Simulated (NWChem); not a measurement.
chloroform (CHCl3); SMILES C(Cl)(Cl)Cl

Task: Give the equilibrium geometry at PBE-D3(BJ)/def2-SVP (NWChem) as an XYZ file, with the point group.

Result: point group C3v; any orientation.
```
5

Cl     1.4799     0.8383    -0.0776
C      0.0000     0.0000     0.4604
Cl    -1.4660     0.8624    -0.0776
Cl    -0.0139    -1.7008    -0.0776
H      0.0000     0.0000     1.5636
```
